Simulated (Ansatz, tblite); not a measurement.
# (LiH)4 cube (Li₄H₄): a ladder of methods and basis sets

How do method and basis change the picture of (LiH)4 cube (Li₄H₄) (singlet)?

Method: as each input shows; program: Ansatz 0.2.0, Gaussian basis.

Plan: GFN1-xTB, GFN2-xTB, PBE-D4/def2-TZVP, r2SCAN-D4/def2-TZVP, B97M-V/def2-TZVP, HSE06-D4/def2-TZVP, r2SCAN0-D4/def2-TZVP, ωB97X-V/def2-TZVP, PBE-QIDH/def2-TZVP, LC-ωPBE/def2-TZVP, B2PLYP/def2-TZVP, PBE-D4/def2-SVP, PBE0-D4/def2-SVP, HF/STO-3G, HF/6-31G, B3LYP-D4/6-31G, PBE0-D4/def2-TZVPD, PBE-D4/def2-TZVPD, r2SCAN-D4/def2-TZVPD, CCSD(T)/def2-TZVPP, MP2/def2-TZVP, RPA/def2-TZVP, CCSD(T)/def2-TZVPD.

2 further runs of the same task are left out: 2 set aside as unsound or not needed. Runs told in other sessions of the task aren't counted.

## 1. The relaxed structure

The singlet was relaxed beforehand with PBE-D4/def2-TZVP.

8 atoms, charge 0, spin multiplicity 1.

Bond lengths: Li1–H2 1.832 Å, Li1–Li3 2.491 Å, Li1–H4 1.832 Å, Li1–Li5 2.491 Å, Li1–H6 1.832 Å, Li1–Li7 2.491 Å, H2–Li3 1.832 Å, H2–Li7 1.832 Å, Li3–H4 1.832 Å, Li3–Li5 2.491 Å, Li3–Li7 2.491 Å, Li3–H8 1.832 Å, H4–Li5 1.832 Å, Li5–H6 1.832 Å, Li5–Li7 2.491 Å, Li5–H8 1.832 Å, H6–Li7 1.832 Å, Li7–H8 1.832 Å. Angles: H2–Li1–Li3 47.2°, H2–Li1–H4 94.2°, H2–Li1–Li5 93.0°, H2–Li1–H6 94.2°, H2–Li1–Li7 47.2°, Li3–Li1–H4 47.2°, Li3–Li1–Li5 60.0°, Li3–Li1–H6 93.0°, Li3–Li1–Li7 60.0°, H4–Li1–Li5 47.2°, H4–Li1–H6 94.2°, H4–Li1–Li7 93.0°, Li5–Li1–H6 47.2°, Li5–Li1–Li7 60.0°, H6–Li1–Li7 47.2°, Li1–H2–Li3 85.7°, Li1–H2–Li7 85.7°, Li3–H2–Li7 85.7° and more.

PBE0-D4/def2-TZVP was run before; its log isn't repeated, and its numbers join the tables.

## 2. GFN1-xTB

Tight binding, by tblite at 300 K electronic temperature and without a spin-polarisation term:

```python
tblite.interface.Calculator('GFN1-xTB', numbers, positions, charge=0, uhf=0).singlepoint()
```

Energy -103.5072 eV, HOMO -12.49 eV, LUMO -6.39 eV; 0.003 s.

## 3. GFN2-xTB

Tight binding, by tblite at 300 K electronic temperature and without a spin-polarisation term:

```python
tblite.interface.Calculator('GFN2-xTB', numbers, positions, charge=0, uhf=0).singlepoint()
```

Energy -87.7452 eV, HOMO -9.96 eV, LUMO -3.63 eV; 0.002 s.

## 4. PBE-D4/def2-TZVP

start.molden holds the orbitals of an earlier run on this state, given as this run's starting guess.

File in.yaml:

```yaml
crystal:
  periodic: [false, false, false]
  atoms:
    - {symbol: Li, position_ang: [1.331723, 0.335402, 0.663496]}
    - {symbol: H, position_ang: [0.533024, 1.455191, -0.546354]}
    - {symbol: Li, position_ang: [-1.023920, 1.077481, 0.341813]}
    - {symbol: H, position_ang: [-0.201404, 0.067025, 1.629468]}
    - {symbol: Li, position_ang: [-0.494736, -1.350658, 0.507109]}
    - {symbol: H, position_ang: [1.103168, -1.160858, -0.368278]}
    - {symbol: Li, position_ang: [0.186938, -0.062213, -1.512419]}
    - {symbol: H, position_ang: [-1.434804, -0.361360, -0.714845]}
basis:
  gaussian: {orbitals: def2-TZVP, initial_orbitals: start.molden}
hamiltonian: {xc: pbe, dispersion: d4}
scf: {omitted_lower_state_checks: [starts]}
output: {forces: true, orbitals: {seedname: orbitals}}
```

On the command line:

```sh
$ ansatz run in.yaml --threads 4 --pin off --events-out ev --progress --plain --max-ram 3916MiB
```

The runs that follow: r2SCAN-D4/def2-TZVP; B97M-V/def2-TZVP; HSE06-D4/def2-TZVP; r2SCAN0-D4/def2-TZVP; ωB97X-V/def2-TZVP; PBE-QIDH/def2-TZVP; LC-ωPBE/def2-TZVP; B2PLYP/def2-TZVP; PBE-D4/def2-SVP; PBE0-D4/def2-SVP; HF/STO-3G; HF/6-31G; B3LYP-D4/6-31G; PBE0-D4/def2-TZVPD; PBE-D4/def2-TZVPD; r2SCAN-D4/def2-TZVPD; CCSD(T)/def2-TZVPP; MP2/def2-TZVP; RPA/def2-TZVP; CCSD(T)/def2-TZVPD.

Before running them: what should the planned runs give, taken together? Wanted: gap in def2-TZVP, named functionals, smallest and largest; correlation energy, CCSD(T)/def2-TZVPP; correlation energy, MP2/def2-TZVP; correlation energy, CCSD(T)/def2-TZVPD; binding an atom, CCSD(T)/def2-TZVPP; PBE0 total energy, smallest basis above largest.

The runs gave:

```
                                                 quantity                                 value
gap in def2-TZVP, named functionals, smallest and largest  4.54 eV (PBE-D4), 10.30 eV (LC-ωPBE)
                   correlation energy, CCSD(T)/def2-TZVPP                              -8.08 eV
                        correlation energy, MP2/def2-TZVP                              -6.00 eV
                   correlation energy, CCSD(T)/def2-TZVPD                              -7.53 eV
                      binding an atom, CCSD(T)/def2-TZVPP                              1.996 eV
          PBE0 total energy, smallest basis above largest        0.76 eV (def2-SVP, def2-TZVPD)
```

Over the named functionals in def2-TZVP the gap runs from 4.54 eV (PBE-D4) to 10.30 eV (LC-ωPBE); exact exchange widens it. A small miss in a minimal or small basis is a cancelling of errors, not accuracy. The functionals in def2-TZVP miss CCSD(T)/def2-TZVPP by -0.055 (PBE0-D4) to +0.143 eV (B97M-V) an atom. CCSD(T)/def2-TZVPP isn't at the basis-set limit; small misses against it rank nothing.
